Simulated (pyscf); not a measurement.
F–Si•(F)–O–SiH₃ + H₂ -> F–SiH(F)–O–SiH₃ + H•, a hydrogen abstraction (doublet surface; H–H broken, H–Si formed). Single points on ωB97X-D3(BJ)/def2-SVP structures (PySCF, gas phase). Energies in kJ/mol from the separated reactants.

Small-basis levels: PySCF, no dispersion term, spherical d functions. Open shells are spin-unrestricted. 

In single points HF/6-31G* puts the saddle at 62.5 kJ/mol and the reaction energy at -23.1 kJ/mol. Should these be trusted to within a few kcal/mol? Compare with ωB97M-D3(BJ)/def2-TZVP.

ωB97M-D3(BJ)/def2-TZVP gives ΔE‡ = 46.6 kJ/mol and ΔE = +12.0 kJ/mol. HF/6-31G* lies 15.9 kJ/mol over it in the barrier and 35.0 kJ/mol under it in the reaction energy, so on this step it does not hold to within 12.6 kJ/mol. ωB97M-D3(BJ)/def2-TZVP has limits of its own. This is the saddle that the search found; another between the same sides may lie lower. The angle at the transferred H is 179°.
